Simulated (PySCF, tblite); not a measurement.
**C₄H₇FO: geometry, infrared bands, NMR shifts and spin-spin couplings**

Aim: predict the infrared bands, NMR shifts and spin-spin couplings of C₄H₇FO (`C=CCOCF`).

Programs: tblite 0.8.0 and PySCF 2.14.0, with density-fitted response routines of our own. Each step states its level of theory. These are calculated values for one molecule in the gas phase, unless marked as measured. Atoms count from 0, in the outputs and in this text.

## 1. The starting structure

13 atoms, charge 0, multiplicity 1; geometry from: force field or distance geometry start.

Bonds of the start (Å): C0–C1 1.32, C1–C2 1.51, C2–O3 1.42, O3–C4 1.42, C4–F5 1.35, C0–H6 1.09, C0–H7 1.08, C1–H8 1.09, C2–H9 1.10, C2–H10 1.09, C4–H11 1.09, C4–H12 1.09.

## 2. Optimising the geometry with GFN2-xTB

The job: settings as JSON, then the geometry in Å.

```
{"job": {"kind": "relax", "xc": "GFN2-xTB", "basis": "xTB"}, "charge": 0, "multiplicity": 1}
C     -2.379300     0.008500    -0.464400
C     -1.251600    -0.655200    -0.268800
C     -0.067600    -0.144300     0.518400
O      1.054300    -0.186400    -0.352800
C      2.184400     0.409200     0.266900
F      2.425300    -0.223100     1.431100
H     -2.542600     1.013800    -0.073300
H     -3.187500    -0.426800    -1.036800
H     -1.131700    -1.660600    -0.676900
H     -0.253700     0.887400     0.855500
H      0.086800    -0.781600     1.387300
H      2.010700     1.472100     0.449800
H      3.048200     0.287600    -0.382700
```

On the command line:

```sh
OMP_NUM_THREADS=1 python probes_run.py task.json out
```

This one command runs all jobs of the session in turn.

The program printed:

```text
step      E/eV     max force
  0    -568.33495    1.789
  1    -568.40777    0.414
  2    -568.41733    0.274
  3    -568.42246    0.242
  4    -568.42982    0.256
  5    -568.43347    0.175
  6    -568.43628    0.123
  7    -568.43802    0.128
  8    -568.43925    0.114
  9    -568.44071    0.100
 10    -568.44226    0.123
 11    -568.44405    0.128
 12    -568.44587    0.144
 13    -568.44766    0.109
 14    -568.44911    0.091
 15    -568.44999    0.080
 16    -568.45049    0.068
 17    -568.45091    0.057
 18    -568.45138    0.051
 19    -568.45187    0.055
 20    -568.45240    0.065
 21    -568.45296    0.084
 22    -568.45355    0.076
 23    -568.45398    0.040
 24    -568.45418    0.033
 25    -568.45427    0.026
 26    -568.45433    0.021
 27    -568.45440    0.022
 28    -568.45444    0.016
 29    -568.45448    0.013
 30    -568.45450    0.016
 31    -568.45454    0.023
 32    -568.45460    0.029
 33    -568.45467    0.029
 34    -568.45476    0.027
 35    -568.45489    0.031
 36    -568.45505    0.038
 37    -568.45524    0.039
 38    -568.45540    0.044
 39    -568.45553    0.037
 40    -568.45565    0.037
 41    -568.45579    0.041
 42    -568.45593    0.034
 43    -568.45606    0.027
 44    -568.45617    0.025
 45    -568.45626    0.031
 46    -568.45637    0.030
 47    -568.45646    0.024
 48    -568.45653    0.023
 49    -568.45659    0.022
 50    -568.45667    0.030
 51    -568.45678    0.035
 52    -568.45691    0.032
 53    -568.45703    0.035
 54    -568.45717    0.039
 55    -568.45734    0.040
 56    -568.45756    0.040
 57    -568.45777    0.033
 58    -568.45793    0.029
 59    -568.45804    0.026
 60    -568.45812    0.023
 61    -568.45816    0.017
 62    -568.45819    0.012
 63    -568.45820    0.010
```

Wall time 0.2 s (1 thread of Arm Neoverse V2, shared host).

Relaxation path: (not every step is listed)

```tsv
step	energy from step 0 (eV)	largest force (eV/Å)
0	0.0000	1.7893
1	-0.0728	0.4139
2	-0.0824	0.2739
3	-0.0875	0.2417
4	-0.0949	0.2557
5	-0.0985	0.1746
6	-0.1013	0.1231
7	-0.1031	0.1275
8	-0.1043	0.1141
13	-0.1127	0.1093
18	-0.1164	0.0506
23	-0.1190	0.0401
28	-0.1195	0.0156
33	-0.1197	0.0293
38	-0.1205	0.0437
43	-0.1211	0.0271
48	-0.1216	0.0227
53	-0.1221	0.0352
58	-0.1230	0.0286
59	-0.1231	0.0264
60	-0.1232	0.0230
61	-0.1232	0.0171
62	-0.1232	0.0118
63	-0.1232	0.0099
```

Close pairs (by a distance rule), those that changed most:

```tsv
bond	before (Å)	after (Å)	change (Å)
O3–C4	1.420	1.359	-0.061
C4–F5	1.347	1.382	+0.035
C1–C2	1.511	1.495	-0.016
C0–H6	1.091	1.078	-0.013
C2–H10	1.089	1.101	+0.012
C4–H11	1.092	1.105	+0.012
C1–H8	1.092	1.080	-0.012
C4–H12	1.088	1.095	+0.007
```

The end geometry stands in the next job.

## 3. Infrared spectrum with GFN2-xTB

The job: settings as JSON, then the geometry in Å.

```
{"job": {"kind": "ir", "xc": "GFN2-xTB", "basis": "xTB"}, "charge": 0, "multiplicity": 1}
C     -2.426938    -0.054027    -0.436119
C     -1.241991    -0.619911    -0.314927
C     -0.107129    -0.035334     0.462772
O      1.092331    -0.191585    -0.296256
C      2.198550     0.342946     0.283782
F      2.563071    -0.351019     1.421657
H     -2.655588     0.893765     0.023317
H     -3.222124    -0.519725    -0.991085
H     -1.016261    -1.566453    -0.783532
H     -0.278313     1.030093     0.673417
H     -0.000084    -0.567417     1.420443
H      2.060221     1.388305     0.612706
H      3.029867     0.250847    -0.422925
```

The program printed:

```text
mode    cm-1     km/mol
  1      55.8      1.94
  2      59.8      1.54
  3     136.8      6.53
  4     234.6      8.18
  5     358.7      9.15
  6     430.4      1.14
  7     559.0      9.16
  8     611.8      4.23
  9     897.9     10.70
 10     915.2     12.55
 11     940.6    157.16
 12     969.8     15.14
 13     997.6     21.01
 14    1019.5     27.21
 15    1091.6     45.97
 16    1129.7    148.44
 17    1150.3     37.82
 18    1208.5      9.63
 19    1241.1      2.04
 20    1263.2      2.34
 21    1327.4     23.04
 22    1334.2      1.70
 23    1412.9      0.28
 24    1424.0      1.20
 25    1458.7      1.55
 26    1720.7      6.58
 27    2838.8     64.27
 28    2859.9     34.24
 29    2887.1     40.35
 30    2960.5     23.13
 31    3087.1      8.68
 32    3102.3     26.63
 33    3136.6     36.18
```

Wall time 0.2 s (1 thread of Arm Neoverse V2, shared host).

The strongest bands and the atoms that carry them (share of the mass-weighted mode):

```tsv
cm⁻¹	km/mol	atoms
941	157.2	C4 52 %, F5 33 %
1092	46.0	C4 24 %, H11 18 %, H12 18 %, O3 15 %
1130	148.4	O3 38 %, C4 29 %, C2 11 %
1150	37.8	C2 19 %, C1 16 %, O3 16 %, C4 11 %
2839	64.3	H11 94 %
2860	34.2	H10 70 %, H9 21 %
2887	40.4	H9 72 %, H10 23 %
3137	36.2	H7 74 %, H6 14 %
```

## 4. Nuclear shieldings: PBE0/pcSseg-1

Same as in step 3 but for these lines:

```diff
@@ -1,2 +1,2 @@
-{"job": {"kind": "ir", "xc": "GFN2-xTB", "basis": "xTB"}, "charge": 0, "multiplicity": 1}
+{"job": {"kind": "nmr", "xc": "PBE0", "basis": "pcSseg-1"}, "charge": 0, "multiplicity": 1}
 C     -2.426938    -0.054027    -0.436119
```

Level: GIAO PBE0/pcSseg-1 NMR shielding, non-relativistic, gas phase.

The program printed:

```text
coarse grid: 10856 points
cycle   1  E = -331.1257371187  dE =  7.116e-01  |g| = 6.865e-01  |ddm| = 3.020e+00
cycle   2  E = -331.0661611298  dE =  5.958e-02  |g| = 9.294e-01  |ddm| = 9.389e-01
cycle   3  E = -331.2083454121  dE = -1.422e-01  |g| = 6.272e-02  |ddm| = 5.494e-01
cycle   4  E = -331.2089355651  dE = -5.902e-04  |g| = 3.097e-02  |ddm| = 5.824e-02
cycle   5  E = -331.2091267584  dE = -1.912e-04  |g| = 8.866e-03  |ddm| = 2.509e-02
cycle   6  E = -331.2091391971  dE = -1.244e-05  |g| = 3.075e-03  |ddm| = 7.344e-03
cycle   7  E = -331.2091411879  dE = -1.991e-06  |g| = 4.636e-04  |ddm| = 2.294e-03
final grid: 105248 points
cycle   8  E = -331.2631646525  dE = -2.920e-05  |g| = 1.060e-02  |ddm| = 2.031e-02
cycle   9  E = -331.2631493647  dE =  1.529e-05  |g| = 1.434e-02  |ddm| = 1.378e-02
cycle  10  E = -331.2631861984  dE = -3.683e-05  |g| = 1.280e-03  |ddm| = 7.993e-03
cycle  11  E = -331.2631865484  dE = -3.500e-07  |g| = 2.132e-04  |ddm| = 1.049e-03
cycle  12  E = -331.2631865537  dE = -5.294e-09  |g| = 1.167e-04  |ddm| = 1.704e-04
cycle  13  E = -331.2631865556  dE = -1.909e-09  |g| = 1.486e-05  |ddm| = 6.243e-05
cycle  14  E = -331.2631865557  dE = -4.115e-11  |g| = 4.019e-06  |ddm| = 1.422e-05
converged SCF energy = -331.2631865557

GIAO shielding tensors (ppm)
atom      isotropic    diamagn.    paramagn.     s11        s22        s33       span
  0 C       64.741     253.763    -189.022    -49.236     78.883    164.576    213.812
  1 C       41.997     255.038    -213.042    -77.772     50.836    152.926    230.699
  2 C      110.248     247.046    -136.798     74.765    107.600    148.380     73.615
  3 O      242.257     397.770    -155.513    182.154    259.481    285.134    102.980
  4 C       79.411     238.522    -159.111     51.912     80.947    105.373     53.461
  5 F      350.441     473.224    -122.783    248.794    373.474    429.054    180.260
  6 H       26.173      31.121      -4.948     22.967     25.611     29.941      6.974
  7 H       26.249      28.602      -2.353     23.357     25.479     29.910      6.552
  8 H       25.264      31.083      -5.818     23.069     24.376     28.349      5.280
  9 H       27.936      32.259      -4.324     25.012     27.012     31.782      6.770
 10 H       26.638      30.493      -3.855     22.145     27.761     30.008      7.863
 11 H       26.209      28.447      -2.238     21.984     26.600     30.045      8.061
 12 H       25.914      27.185      -1.271     21.464     25.965     30.313      8.849
```

It took 12 s on 1 thread of Arm Neoverse V2, shared host; peak memory 0.64 GiB.

Shifts follow as δ = σ(reference) − σ, with reference shieldings (ppm) from runs at the same level and on the same kind of geometry: 1H TMS 31.72, 13C TMS 186.9, 19F CFCl3 170.9, 17O H2O 336.1. The references are single molecules in the gas phase, so shifts against H2O, NH3, PH3, H3PO4 or CFCl3 are not on the usual liquid scales and can be off by tens of ppm. Atoms listed in one row are averaged.

```tsv
atoms	environment	σ (ppm)	δ (ppm)	δ scaled to CDCl3
C1	alkene CH	42.0	144.9	139.5
C0	terminal =CH2 carbon	64.7	122.2	117.3
C4	sp3 CH2 bonded to F and O	79.4	107.5	103.0
C2	allylic sp3 CH2 bonded to O	110.2	76.7	72.9
H8	hydrogen on an alkene CH	25.26	6.45	6.19
H11, H12	hydrogen on an sp3 CH2 bonded to F and O	26.06	5.66	5.44
H6	hydrogen on a terminal =CH2 carbon	26.17	5.54	5.33
H7	hydrogen on a terminal =CH2 carbon	26.25	5.47	5.26
H9, H10	hydrogen on an allylic sp3 CH2 bonded to O	27.29	4.43	4.28
O3	ether oxygen	242.3	93.8	–
F5	fluorine on an sp3 carbon	350.4	-179.5	–
```

The scaled column applies a straight-line fit of computed shieldings to shifts measured in CDCl3, and one for carbons that bear F (root-mean-square error 0.16 ppm for H, 1.9 ppm for C).

Charges from the same density, by scheme (e):

```tsv
atoms	Mulliken	IAO	Hirshfeld	ESP fit
C0	-0.15	-0.32	-0.10	-0.46
C1	-0.25	-0.13	-0.04	-0.17
C2	0.09	-0.06	0.01	0.22
O3	-0.50	-0.37	-0.14	-0.37
C4	0.37	0.22	0.09	0.21
F5	-0.35	-0.34	-0.14	-0.25
```

Mayer bond orders: C0–C1 1.99, C1–C2 1.03, C2–O3 0.87, O3–C4 1.05, C4–F5 0.89.

## 5. Spin-spin couplings: B3LYP/pcJ-1

Same as in step 4 but for these lines:

```diff
@@ -1,2 +1,2 @@
-{"job": {"kind": "nmr", "xc": "PBE0", "basis": "pcSseg-1"}, "charge": 0, "multiplicity": 1}
+{"job": {"kind": "j", "xc": "B3LYP", "basis": "pcJ-1"}, "charge": 0, "multiplicity": 1}
 C     -2.426938    -0.054027    -0.436119
```

Level: B3LYP/pcJ-1 indirect spin-spin coupling, non-relativistic, gas phase.

The program printed:

```text
coarse grid: 10856 points
cycle   1  E = -331.5190328928  dE =  6.498e-01  |g| = 7.623e-01  |ddm| = 2.795e+00
cycle   2  E = -331.4166135015  dE =  1.024e-01  |g| = 1.113e+00  |ddm| = 1.128e+00
cycle   3  E = -331.6164824078  dE = -1.999e-01  |g| = 8.541e-02  |ddm| = 6.918e-01
cycle   4  E = -331.6174525745  dE = -9.702e-04  |g| = 4.794e-02  |ddm| = 7.881e-02
cycle   5  E = -331.6178821976  dE = -4.296e-04  |g| = 1.315e-02  |ddm| = 3.496e-02
cycle   6  E = -331.6179098167  dE = -2.762e-05  |g| = 4.170e-03  |ddm| = 1.048e-02
cycle   7  E = -331.6179134831  dE = -3.666e-06  |g| = 8.176e-04  |ddm| = 3.197e-03
final grid: 105248 points
cycle   8  E = -331.6797465306  dE = -1.491e-04  |g| = 7.413e-03  |ddm| = 1.638e-02
cycle   9  E = -331.6797390143  dE =  7.516e-06  |g| = 9.783e-03  |ddm| = 9.860e-03
cycle  10  E = -331.6797566503  dE = -1.764e-05  |g| = 1.099e-03  |ddm| = 5.717e-03
cycle  11  E = -331.6797568089  dE = -1.586e-07  |g| = 6.051e-04  |ddm| = 1.074e-03
cycle  12  E = -331.6797568898  dE = -8.089e-08  |g| = 1.731e-04  |ddm| = 4.495e-04
cycle  13  E = -331.6797568966  dE = -6.797e-09  |g| = 1.854e-05  |ddm| = 1.323e-04
cycle  14  E = -331.6797568966  dE = -5.491e-11  |g| = 9.851e-06  |ddm| = 1.642e-05
converged SCF energy = -331.6797568966

Indirect spin-spin couplings (Hz)
  i      j    bonds     total        FC       PSO       DSO        SD
  0 C    1 C    1     79.100    88.964   -10.009     0.144         -
  0 C    2 C    2      3.855     4.052    -0.168    -0.029         -
  0 C    3 O    3     -4.074    -4.041    -0.064     0.030         -
  0 C    4 C    4      0.244     0.245     0.062    -0.064         -
  0 C    6 H    1    160.617   159.558     0.475     0.584         -
  0 C    7 H    1    165.856   164.850     0.461     0.546         -
  0 C    8 H    2      0.875     2.596    -1.151    -0.570         -
  0 C    9 H    3      6.059     6.332    -0.298     0.024         -
  0 C   10 H    3      5.598     5.732     0.167    -0.301         -
  0 C   12 H    5      0.232     0.250     0.244    -0.263         -
  1 C    2 C    1     50.481    51.704    -1.463     0.240         -
  1 C    3 O    2     -9.431    -9.582     0.178    -0.028         -
  1 C    4 C    3      5.666     5.687     0.057    -0.078         -
  1 C    5 F    4     -0.216    -0.220     0.161    -0.193     0.036
  1 C    6 H    2     -2.129    -0.176    -1.426    -0.527         -
  1 C    7 H    2     -0.517     1.335    -1.310    -0.543         -
  1 C    8 H    1    164.975   164.037     0.082     0.856         -
  1 C    9 H    2     -3.016    -2.711    -0.190    -0.115         -
  1 C   10 H    2     -6.196    -6.152     0.016    -0.060         -
  1 C   11 H    4     -0.290    -0.274     0.223    -0.240         -
  2 C    3 O    1     22.060    23.196    -0.997    -0.139         -
  2 C    4 C    2     -2.312    -2.025    -0.274    -0.013         -
  2 C    5 F    3      1.161     1.690    -0.421    -0.021    -0.088
  2 C    6 H    3      9.027     9.099    -0.137     0.064         -
  2 C    7 H    3     14.916    14.976     0.385    -0.445         -
  2 C    8 H    2      1.139     1.273     0.021    -0.155         -
  2 C    9 H    1    145.064   144.098    -0.099     1.065         -
  2 C   10 H    1    149.632   148.648    -0.068     1.052         -
  2 C   11 H    3      5.504     5.471    -0.042     0.076         -
  2 C   12 H    3     11.407    11.471     0.543    -0.607         -
  3 O    4 C    1     28.510    24.754     3.903    -0.147         -
  3 O    5 F    2    -31.706   -10.348   -12.079     0.080    -9.359
  3 O    6 H    4      0.996     0.964    -0.070     0.102         -
  3 O    8 H    3     -3.099    -2.948    -0.036    -0.115         -
  3 O    9 H    2     -2.584    -2.007    -0.658     0.082         -
  3 O   10 H    2     -2.908    -2.395    -0.580     0.067         -
  3 O   11 H    2     -1.637    -1.894     0.106     0.151         -
  3 O   12 H    2    -19.045   -19.300     0.190     0.066         -
  4 C    5 F    1   -270.593  -295.578     6.463     0.811    17.711
  4 C    7 H    5      0.301     0.318     0.244    -0.261         -
  4 C    8 H    4     -0.260    -0.265     0.304    -0.299         -
  4 C    9 H    3      1.774     1.872    -0.177     0.080         -
  4 C   10 H    3      1.996     2.110    -0.081    -0.033         -
  4 C   11 H    1    171.586   171.040    -0.672     1.217         -
  4 C   12 H    1    178.368   177.846    -0.650     1.172         -
  5 F    6 H    6     -0.178    -0.116     0.630    -0.595    -0.097
  5 F    8 H    5      0.177     0.060     0.739    -0.607    -0.015
  5 F    9 H    4      4.416     3.746     1.711    -0.630    -0.411
  5 F   10 H    4      1.701     1.277    -0.297     1.051    -0.330
  5 F   11 H    2     68.083    69.338     3.484    -0.996    -3.742
  5 F   12 H    2     54.265    55.647     3.391    -1.177    -3.596
  6 H    7 H    2      0.058    -0.175     3.844    -3.611         -
  6 H    8 H    3     18.372    18.917     2.799    -3.344         -
  6 H    9 H    4     -1.002    -1.024    -1.531     1.553         -
  6 H   10 H    4     -3.057    -2.956     0.615    -0.716         -
  7 H    8 H    3     12.050    12.493     0.305    -0.748         -
  7 H    9 H    4     -0.965    -0.818     1.481    -1.628         -
  7 H   10 H    4     -3.046    -2.927     1.428    -1.547         -
  8 H    9 H    3      9.862     9.983     2.676    -2.797         -
  8 H   10 H    3      2.847     2.880     0.811    -0.843         -
  9 H   10 H    2    -12.049   -12.180     1.903    -1.771         -
  9 H   12 H    4     -0.837    -0.689     1.635    -1.784         -
 10 H   11 H    4      0.294     0.423     0.362    -0.492         -
 10 H   12 H    4     -1.195    -1.012     1.976    -2.158         -
 11 H   12 H    2     -3.755    -3.835     2.271    -2.191         -
```

Run time: 35 s. Hardware: 1 thread of Arm Neoverse V2, shared host; peak memory 0.89 GiB.

A choice of the couplings up to four bonds, sorted by the number of bonds, with means over like pairs; isotopes 13C, 19F, 1H, 17O:

```tsv
pair	bonds	J (Hz)	Fermi contact (Hz)	dihedral (°)
C4–F5	1	-270.6	-295.6	–
C4–H11	1	175.0	174.4	–
C0–H7	1	165.9	164.8	–
C1–H8	1	165.0	164.0	–
C0–H6	1	160.6	159.6	–
C2–H9	1	147.3	146.4	–
C0–C1	1	79.1	89.0	–
C1–C2	1	50.5	51.7	–
O3–C4	1	28.5	24.8	–
F5–H11	2	61.2	62.5	–
O3–F5	2	-31.7	-10.3	–
H9–H10	2	-12.0	-12.2	–
O3–H11	2	-10.3	-10.6	–
C1–O3	2	-9.4	-9.6	–
C1–H9	2	-4.6	-4.4	–
C0–C2	2	3.9	4.1	–
H11–H12	2	-3.8	-3.8	–
O3–H9	2	-2.7	-2.2	–
H6–H8	3	18.4	18.9	-180
C2–H7	3	14.9	15.0	-179
H7–H8	3	12.1	12.5	1
C2–H6	3	9.0	9.1	0
C2–H11	3	8.5	8.5	–
H8–H9	3	6.4	6.4	–
C0–H9	3	5.8	6.0	–
C1–C4	3	5.7	5.7	178
C0–O3	3	-4.1	-4.0	-137
F5–H9	4	3.1	2.5	–
H6–H9	4	-2.0	-2.0	–
H7–H9	4	-2.0	-1.9	–
```

The spin-dipole term was solved for some atoms only; pairs without it lack that part.

The response was solved for the nuclei of C, F, H alone, so couplings that need other nuclei can be missing.

Quadrupole couplings from the field gradients of the same density:

```tsv
atom	isotope	eQq/h (MHz)	η
O3	17O	-11.4	0.87
```

Joined with the shifts from before (PBE0/pcSseg-1, scaled to CDCl3), the couplings predict the line list below for 400 MHz. H–H couplings in it are scaled by factors fitted to measured ones, so they differ from the table.

1H NMR δ 6.19 (ddt, J = 16.8, 11.0, 5.8 Hz, 1H), 5.44 (d, J = 61.2 Hz, 2H), 5.33 (dt, J = 16.8, 2.0 Hz, 1H), 5.26 (dt, J = 11.0, 2.0 Hz, 1H), 4.28 (ddt, J = 5.8, 3.1, 2.0 Hz, 2H). The letters are first-order; like nuclei with unlike couplings give more lines.

## 6. Outcome

| quantity | value |
| --- | --- |
| strongest single infrared mode (GFN2-xTB) | 941 cm⁻¹, 157 km/mol |
| zero-point energy (GFN2-xTB) | 64.1 kcal/mol |
| 13C shifts against TMS (PBE0/pcSseg-1) | 144.9, 122.2, 107.5, 76.7 ppm |
| 1H shifts against TMS (PBE0/pcSseg-1, means over atoms taken as alike) | 6.45, 5.66, 5.54, 5.47, 4.43 ppm |
| 17O shifts against H2O (PBE0/pcSseg-1) | 93.8 ppm |
| 19F shifts against CFCl3 (PBE0/pcSseg-1) | -179.5 ppm |
| largest coupling of the table (B3LYP/pcJ-1) | 1J(C,F) C4–F5, -270.6 Hz |

In words: Over 63 steps the energy fell by 0.123 eV; of the close pairs, O3–C4 changed most, 1.420 to 1.359 Å. All 33 modes are real, so the xTB geometry is a minimum. The strongest single mode, at 941 cm⁻¹, moves mainly C4 and F5. GFN2-xTB is a fitted tight-binding method: band positions and strengths are rough. Its intensities can rank the bands wrongly. The most deshielded carbon is C1 (alkene CH), at 144.9 ppm: an sp2 carbon of a C=C bond. The most deshielded hydrogen is H8 (hydrogen on an alkene CH), at 6.45 ppm: attached to an sp2 carbon and in the plane of the double bond. At PBE0/pcSseg-1: Shielding is most anisotropic at C1 (span 231 ppm, paramagnetic term -213 ppm). In the run at B3LYP/pcJ-1, the largest coupling of the table is C4–F5, -270.6 Hz, of which the Fermi-contact term gives -295.6 Hz. Couplings across rotatable bonds belong to this one conformer; where others are populated, the observed values are averages.
